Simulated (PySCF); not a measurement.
C5H7O (doublet state).
Z-matrix (Å and degrees, GFN2-xTB geometry), rows numbered from 1:
```
C 
C   1  1.4787
C   2  1.4943  1  127.91
C   3  1.5002  2  100.13  1   165.72
C   4  1.3385  3  108.46  2    -1.81
O   5  1.3512  4  113.27  3     0.18
H   1  1.0971  2  111.94  3   -62.80
H   1  1.0868  2  109.48  3   177.29
H   1  1.0908  2  110.69  3    56.95
H   3  1.1013  2  112.86  1   -74.28
H   3  1.1040  2  112.93  1    45.77
H   4  1.0706  3  124.56  2   178.79
H   5  1.0736  4  130.69  3   179.72
```

Identity: `C[C]1CC=CO1` [radical].

Theory: UKS B3LYP, pcH-1 on C H O, non-relativistic, mean-field spin-orbit, GIAO (PySCF). Isolated species at its GFN2-xTB geometry, gas phase. Couplings are sensitive to structure, and on GFN2-xTB geometries they can be far from those on DFT ones. No stability test was run, so a lower SCF solution isn't excluded.

(1) Predict the first-order ENDOR lines of H10/H11, H7/H8/H9 and H12 under fast tumbling at B = 3370.3 mT (W band).

(2) Which pairs are centred on the nuclear Larmor frequency, and which on half the coupling?

(3) At what field would the lower line of H10/H11 fall to zero frequency?

## Answers

(1) For S = 1/2 in fast tumbling each set of equivalent nuclei gives two lines, ν± = |νn ± a/2| to first order, with νn = g_N μN B/h and μN/h = 7.62259 MHz/T.

| nuclei | isotope | g_N | νn (MHz) | a_iso (MHz) | lower line (MHz) | upper line (MHz) |
| --- | --- | --- | --- | --- | --- | --- |
| H10/H11 | 1H | 5.5857 | 143.50 | 145.03 | 70.99 | 216.01 |
| H7/H8/H9 | 1H | 5.5857 | 143.50 | 60.21 | 113.40 | 173.60 |
| H12 | 1H | 5.5857 | 143.50 | -6.67 | 140.17 | 146.83 |

(2) Centred on νn, since |a| < 2νn: H10/H11, H7/H8/H9 and H12. No pair has |a| > 2νn.

(3) Where νn = |a|/2, that is B = 72.51 MHz/(5.5857 × 7.62259 MHz/T) = 1700 mT, as far as first order holds there.

Means are taken over nuclei equivalent by connectivity, which assumes that they swap fast. The three 1H nuclei of mean +60.2 MHz run from 9.4 to 115.4 MHz in the frozen geometry.
